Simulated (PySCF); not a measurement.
Compound: SO₂.
InChI=1S/O2S/c1-3-2

Method: PBE0-D3(BJ)/def2-SVP geometry optimisation, gas phase in PySCF 2.14.0.

Masses are those of the commonest isotopes; rigid-rotor values at the optimised geometry. 

Problem. What are A, B and C (MHz)?

Solution. Ia = 8.81, Ib = 50.05, Ic = 58.86 u·Å²; 505379 MHz·u·Å²/I gives A = 57385, B = 10097, C = 8586 MHz.

Problem. What kind of rotor is it?

Solution. A near-prolate asymmetric top: κ = (2 × 10097 − 57385 − 8586)/(57385 − 8586) = -0.94.

Problem. Give the coordinates in the principal-axis frame, origin at the centre of mass.

Solution. The sense of each axis is arbitrary; atoms in the order of the calculation.
| atom | mass (u) | a (Å) | b (Å) | c (Å) |
| --- | --- | --- | --- | --- |
| O1 | 15.995 | -1.251 | 0.371 | 0.000 |
| S2 | 31.972 | 0.000 | -0.371 | 0.000 |
| O3 | 15.995 | 1.251 | 0.371 | 0.000 |

The dipole components are |μa| = 0.00 D, |μb| = 1.83 D, |μc| = 0.00 D. The nuclei that the symmetry axis exchanges have no spin, so part of the rotational levels is missing.

Problem. Estimate the classical rotational partition function at 100 K, 200 K and 298.15 K.

Solution. Point group C2v, symmetry number σ = 2; q = (√π/σ)·√((kT/h)³/(ABC)), k/h = 20836.6 MHz/K: 1200 at 100 K, 3380 at 200 K, 6150 at 298.15 K.

No frequency check. No vibrational averaging or centrifugal distortion is included, and the geometry carries the error of its method.

The run took 1.8 s of wall time on Arm Neoverse V1, one thread, on a shared host, and the process peaked at 0.26 GiB of memory. This is the geometry optimisation.
